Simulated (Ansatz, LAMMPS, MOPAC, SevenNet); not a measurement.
Zinc-blende HgTe, bulk modulus B0

Reference value: 42.3 GPa (measured, temperature not stated, not corrected to a static lattice; as tabulated in Toher et al. (2017), arXiv:1611.05714).

| level (code) | value (GPa) | cell (Å³/atom) | difference (%) |
|---|---|---|---|
| Stillinger–Weber CdTeZnSeHgS0.sw (LAMMPS) | 42.3 | 33.70 | 0.0 |
| PM7 semi-empirical Hartree-Fock (MOPAC) (MOPAC) | 123 | 31.89 | +191 |
| SevenNet-0 (SevenNet) | 32.6 | 37.01 | -23 |
| LDA (Ansatz) | 47.5 | 33.30 | +12.3 |
| PBE (Ansatz) | 34.2 | 36.77 | -19.1 |
| r²SCAN+SOC (Ansatz) | 40.9 | 35.13 | -3.3 |
| PBE0 (Ansatz) | 41.5 | 35.25 | -1.9 |

Leaving aside Stillinger–Weber CdTeZnSeHgS0.sw, which can be fitted to such values or carry a doubt: The reference's temperature isn't stated, so close values are not ranked against it. Off by more than 20 % (a bound picked here): PM7 semi-empirical Hartree-Fock (MOPAC) (+191 %), SevenNet-0 (-23 %).

The reference has no zero-point or thermal correction, while the calculations are for a static lattice, so the differences are not the levels' errors alone. A static lattice is as a rule stiffer than a warm one, by over a tenth in soft solids.  Density-functional levels without +SOC have no spin–orbit coupling. Stillinger–Weber CdTeZnSeHgS0.sw: the potential file covers more elements than this solid holds. PM7 semi-empirical Hartree-Fock (MOPAC): the method was fitted mainly to molecules. PM7 semi-empirical Hartree-Fock (MOPAC): the run uses a supercell at the zone centre in place of a k mesh. Each level is taken at its own relaxed cell. Cutoffs and k meshes differ between the levels. Ansatz's density-functional and Hartree–Fock values are scalar-relativistic unless marked +SOC, with PAW data made under PBE.

Empirical potentials (Stillinger–Weber CdTeZnSeHgS0.sw) are fitted to chosen data, which need not cover the solid at hand: agreement can be built in, and what lay outside the fit can be far off. Machine-learned potentials (SevenNet-0) are trained on DFT data, which may include these solids.

Differences are worked out from the printed values.

Ansatz is a first-principles code.
